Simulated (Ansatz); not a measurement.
Zn, dhcp: how the functional moves the structure

All rows: Ansatz, plane waves with scalar-relativistic PAW, 420 eV (500 eV for the SCAN forms), relaxed under each functional, no dispersion correction, no zero-point motion. B₀ comes from uniform scaling at fixed shape; a dash is a value not given.

```
functional  V (Å³/atom)                                     cell  B₀ (GPa)     magnetic state  ΔE to hcp (meV/atom)
       PBE        15.21   a = 2.658 Å, c = 9.940 Å (c/a = 3.740)        72  spin not included                     8
    r²SCAN        14.43   a = 2.614 Å, c = 9.759 Å (c/a = 3.734)        90  spin not included                     7
    PBEsol        14.21   a = 2.606 Å, c = 9.658 Å (c/a = 3.705)        91  spin not included                     9
       LDA        13.61   a = 2.567 Å, c = 9.537 Å (c/a = 3.715)       104  spin not included                     8
    revPBE        15.71  a = 2.686 Å, c = 10.058 Å (c/a = 3.745)        64  spin not included                     7
```

**Question.** What does RPBE give?

**Answer.** V (Å³/atom): 15.91; cell: a = 2.697 Å, c = 10.105 Å (c/a = 3.747); B₀ (GPa): 61; magnetic state: spin not included; ΔE to hcp (meV/atom): 7.
